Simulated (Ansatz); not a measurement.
## Interaction energy ladder

The pair of HF (SMILES F, atoms 1–2) and CH5N (SMILES CN, atoms 3–9), both closed shells, in one local arrangement (a lower one may exist), relaxed at PBE0-D4/def2-TZVP:

F1  (0.102, -0.051, -2.483)
H2  (-0.134, 0.182, -1.573)
C3  (0.369, -0.417, 0.787)
N4  (-0.448, 0.483, -0.023)
H5  (0.230, -0.292, 1.866)
H6  (1.421, -0.253, 0.550)
H7  (0.132, -1.448, 0.521)
H8  (-0.239, 1.451, 0.190)
H9  (-1.433, 0.344, 0.164)
(Å)

Program: Ansatz 0.2.0. Basis: def2-TZVPPD, with def2-QZVPPD for the basis limit. Cores are frozen in the correlated methods. B3LYP uses VWN-RPA correlation. Extrapolation: Hartree–Fock as exp(−7.88 √X), correlation as X^−2.97. Interaction energies count from these two fragments, frozen as in the pair, with the counterpoise correction; negative means bound.

Problem. What is the interaction energy by CCSD(T) at an estimated basis limit (MP2 extrapolated from triple and quadruple zeta, plus CCSD(T) − MP2 in triple zeta)? (Judge from chemistry; the value comes from the calculation.)

Solution. The calculation gives: -15.06 kcal/mol. Hartree–Fock alone gives -12.46 kcal/mol at the basis limit. It counts from the two fragments frozen as in the pair.

The same quantity by other methods in triple zeta, and each one's difference from that estimate:
```json
{"method": "PBE-D4", "E_int (kcal/mol)": "-16.65", "difference": "-1.59"}
{"method": "revPBE-D4", "E_int (kcal/mol)": "-15.26", "difference": "-0.20"}
{"method": "BLYP-D4", "E_int (kcal/mol)": "-15.42", "difference": "-0.36"}
{"method": "r2SCAN-D4", "E_int (kcal/mol)": "-16.73", "difference": "-1.67"}
{"method": "B97M-V", "E_int (kcal/mol)": "-14.95", "difference": "0.10"}
{"method": "PBE0-D4", "E_int (kcal/mol)": "-16.69", "difference": "-1.63"}
{"method": "B3LYP-D4", "E_int (kcal/mol)": "-15.96", "difference": "-0.91"}
{"method": "HSE06-D4", "E_int (kcal/mol)": "-16.66", "difference": "-1.60"}
{"method": "wB97X-V", "E_int (kcal/mol)": "-15.69", "difference": "-0.64"}
{"method": "wB97M-V", "E_int (kcal/mol)": "-15.21", "difference": "-0.15"}
{"method": "B2PLYP", "E_int (kcal/mol)": "-15.00", "difference": "0.06"}
{"method": "HF", "E_int (kcal/mol)": "-12.47", "difference": "2.59"}
{"method": "MP2", "E_int (kcal/mol)": "-14.58", "difference": "0.48"}
{"method": "CCSD", "E_int (kcal/mol)": "-13.85", "difference": "1.21"}
{"method": "CCSD(T)", "E_int (kcal/mol)": "-14.28", "difference": "0.77"}
```
Differences are method less estimate.

Problem. Which atoms make the shortest contact between the fragments?

Solution. H2 and N4, 1.61 Å apart.

Energy to bend the free fragments (PBE0-D4 minima) into their shapes in the pair, CCSD(T)/def2-TZVPPD: HF 1.52 kcal/mol; CH5N -0.01 kcal/mol. This must be added to the interaction energy to get the binding energy from relaxed fragments.

Basis-set superposition shift (counterpoise-corrected less uncorrected): CCSD(T) 0.95; MP2 0.97; HF 0.11; PBE0-D4 0.12; wB97M-V 0.13 kcal/mol.

T1 diagnostic: at most 0.011.

For scale, one of the runs: CCSD(T)/def2-TZVPPD, 216 basis functions, launched by `ansatz run in.yaml --threads 4 --pin off --events-out ev --progress --plain --max-ram 9574MiB`. Time: 35 s of wall clock on 4 CPU threads of an Arm Neoverse V2; the host was shared. Peak host memory: 3.4 GiB.
